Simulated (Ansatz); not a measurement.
Li3H6⁻ was relaxed with PBE-D4 (def2-TZVPD) in Ansatz in these states: charge -1 quintet, charge -1 singlet, charge -1 triplet. The geometries follow in no particular order.

A:

```tsv
atom	x (Å)	y (Å)	z (Å)
Li1	-1.500	0.542	-0.540
Li2	0.680	-0.019	0.359
Li3	-0.907	-1.733	-0.171
H4	-0.371	1.493	0.528
H5	0.431	-1.686	1.059
H6	1.822	1.579	0.196
H7	-0.087	-0.441	-1.284
H8	-2.545	-0.926	-0.244
H9	2.477	1.191	0.097
```

B:

```xyz
9

Li   -1.7940    0.5587   -1.8264
Li    0.2678   -1.3859    0.4484
Li    1.4308    1.9010   -0.6861
H     0.5019   -0.0146   -1.7233
H     0.9486   -0.4544    2.0721
H    -1.3692   -0.3682    1.0252
H     0.8917    0.1476    1.5697
H     0.4965    0.5891   -2.4046
H    -1.3741   -0.9734    1.5249
```

C:

```csv
atom,x (Å),y (Å),z (Å)
Li1,0.013,-2.490,2.329
Li2,-0.710,-0.194,0.002
Li3,-1.215,2.120,-2.358
H4,-0.623,-1.407,1.170
H5,-1.238,0.897,-1.168
H6,1.291,-0.963,-0.755
H7,0.739,0.978,1.299
H8,0.597,1.499,0.767
H9,1.146,-0.439,-1.284
```

Judge from the bond lengths which geometry belongs to which state (an estimate).

A is the charge -1 singlet (Li1–Li3 2.380 Å, Li1–H8 1.826 Å, Li1–H7 1.875 Å); B is the charge -1 quintet (Li1–Li3 3.674 Å, Li1–H8 2.363 Å, Li1–H7 4.349 Å); C is the charge -1 triplet (Li1–Li3 6.687 Å, Li1–H8 4.323 Å, Li1–H7 3.689 Å).

At PBE-D4/def2-TZVPD the highest occupied level of the charge -1 quintet lies above zero (up to 0.53 eV). The electron is either unbound and held by the finite basis, or the level is raised by self-interaction error. At PBE-D4/def2-TZVPD the highest occupied level of the charge -1 triplet lies above zero (up to 0.54 eV). In the singlet, H6 and H9 lie 0.77 Å apart (atoms count from 1), so H2 has formed as a molecule. In the quintet, H6 and H9 lie 0.78 Å apart, H5 and H7 lie 0.79 Å apart, H4 and H8 lie 0.91 Å apart (atoms count from 1), so H2 has formed as a molecule. In the triplet, H7 and H8 lie 0.76 Å apart, H6 and H9 lie 0.76 Å apart (atoms count from 1), so H2 has formed as a molecule. The charge -1 quintet has come apart into loosely held pieces. The charge -1 triplet has come apart into loosely held pieces.
